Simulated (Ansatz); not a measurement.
```yaml
crystal:
  periodic: [false, false, false]
  atoms:
    - {symbol: F, position_ang: [-0.730416, -0.583694, -1.776518]}
    - {symbol: C, position_ang: [-0.486367, 0.433396, -0.698207]}
    - {symbol: Si, position_ang: [0.518051, -0.320259, 0.742974]}
    - {symbol: H, position_ang: [-1.447679, 0.782119, -0.368174]}
    - {symbol: H, position_ang: [0.029053, 1.295792, -1.166714]}
    - {symbol: H, position_ang: [0.677951, 0.651097, 1.746511]}
    - {symbol: H, position_ang: [1.796146, -0.829179, 0.194894]}
    - {symbol: H, position_ang: [-0.255041, -1.419163, 1.261397]}
basis:
  gaussian: {orbitals: aug-cc-pVTZ, final_grid: {core_spheres: 5, valence_spheres: 4, degree: 11}}
hamiltonian: {xc: {name: CAM-B3LYP}, dispersion: d3bj}
```

```sh
$ ansatz run in.yaml --threads 2 --pin off --events-out ev --progress --plain --max-ram 4352MiB
```

Shortened log:

```
Functional definition: CAM-B3LYP
1069 factors; their error is unknown
420 factors; integrals over basis functions are off by at most 2.8e-5 eV
mean field evaluation 1: about -11711.0363 eV, gradient 3.1e1 eV
mean field evaluation 2: about -11711.4640 eV, gradient 3.0e1 eV
mean field evaluation 4: about -11712.9888 eV, gradient 2.3e0 eV
mean field evaluation 8: about -11712.9898 eV, gradient 9.7e-2 eV
mean field evaluation 16: about -11713.0110 eV, gradient 3.1e-5 eV
mean field -11713.01103694 eV, -430.4452162437 hartree, gradient 3.9e-5 eV, S^2 0.000000; 0 other end points of the search recorded, 0 dependent functions left out
reference -11713.01121581 eV, -430.4452228168 hartree; 17, 17 occupied and 240, 240 virtual orbitals, 1069 factors
Total energy: -11713.10053190 eV, -430.4485051225 hartree
```

It took 2.7 s on 2 threads of an Arm Neoverse V2 on a shared host, with 0.55 GiB of host memory at the peak.
